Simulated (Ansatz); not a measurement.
System: fcc Ag. Method: PBE0-D3(BJ) (PAW; Ansatz, a first-principles code).

Output (set-up and result lines):

```
WARN output.stress: scf.exx.energy_threshold = 1e-6 eV is looser than the 1e-8 eV advised for a stress under a hybrid functional (1e-8 eV for each atom of the …
Crystal: 1 atoms, lattice volume = 16.735 Å³
Basis set: ecut = 460 eV, 339 PW (Γ), exchange–correlation on 48×48×48 points (8 copies of the dense FFT grid, shifted against one another)
Bands: 14, of which v1, the nominal top of the filled ones, is band 10 counted from 1 (9 counted from 0)
Symmetry: 48 space group operations
Space group: Fm-3m (ITA 225), of the structure as read, at distance tolerance 2.6e-5 Å
k-points: 104 of 2744
Functional: x = pbe(κ = 0.804, μ = 0.2195149727645171), c = pbe(β = 0.06672455060314922), warm-up for x = 0.75 pbe(κ = 0.804, μ = 0.2195149727645171) + 0.25 exact, c = pbe(β = 0.06672455060314922)
SCF iter   1: F=—  HF=-7591.186357 eV  |F-HF|=—  |Δ(HF+E_count)|=         —  Δρ=2.35e-3  dr2=5.45e-4
SCF iter   2: F=—  HF=-7591.186356 eV  |F-HF|=—  |Δ(HF+E_count)|=   6.92e-7  Δρ=1.02e-3  dr2=1.37e-4
  ...
SCF 1 converged in 6 iterations: F = -7591.186346 eV  dr2 = 1.30e-11
Crystal: 1 atoms, lattice volume = 16.735 Å³
Initial density: handed on by an earlier stage of this run
Functional: x = 0.75 pbe(κ = 0.804, μ = 0.2195149727645171) + 0.25 exact, c = pbe(β = 0.06672455060314922)
Crystal: 1 atoms, lattice volume = 16.735 Å³
SCF iter   5: F=—  HF=-7593.823213 eV  |F-HF|=—  |Δ(HF+E_count)|=  8.19e-12  Δρ=1.34e-6  dr2=2.82e-10
SCF iter   6: F=-7593.823213 eV  HF=-7593.823213 eV  |F-HF|=4.91e-11  |Δ(HF+E_count)|=  9.55e-11  Δρ=6.06e-7  dr2=5.46e-11
SCF 3 converged in 6 iterations: F = -7593.823213 eV  dr2 = 5.46e-11
Free energy (F): -7593.823213 eV
Internal energy: -7593.822537 eV  (E = F + TS)
E sigma→0 (E₀):  -7593.822875 eV
Fermi energy:    17.528542 eV
--- Stress (GPa, compression-positive) ---
       -0.719596      -0.000000       0.000000
        0.000000      -0.719596       0.000000
       -0.000000       0.000000      -0.719596
  P = ⅓ Tr σ = -0.7196 GPa (-7.196 kbar)
```

Q: Write an input file that could have produced this run (the log leaves some choices open).

A: Several could match; the one computed here: 
Ansatz 0.2 input:
```yaml
crystal:
  lattice:
    - [0.0, 2.0301749682, 2.0301749682]
    - [2.0301749682, 0.0, 2.0301749682]
    - [2.0301749682, 2.0301749682, 0.0]
  atoms:
    - { symbol: Ag, position: [0.0, 0.0, 0.0] }
basis:
  ecutwfc: 460
  ecutrho_ratio: 4
  xc_grid: 2
kpoints:
  mp_grid: { grid: [14, 14, 14] }
hamiltonian:
  xc: pbe0
  dispersion: d3bj
  pseudopotentials: { kind: paw }
scf:
  occupations: { method: fermi_dirac, width: 0.05 }
  convergence: { dr2_threshold: 0.0000000001 }
output:
  forces: false
  stress: true
  eigenvalues: true
```

The cell is one volume of an energy–volume scan, off the minimum.

The PAW data were made under PBE.

Note: the run warned that the count of filled bands differs between k points.

It cost roughly 2.6 core-minutes of CPU time.
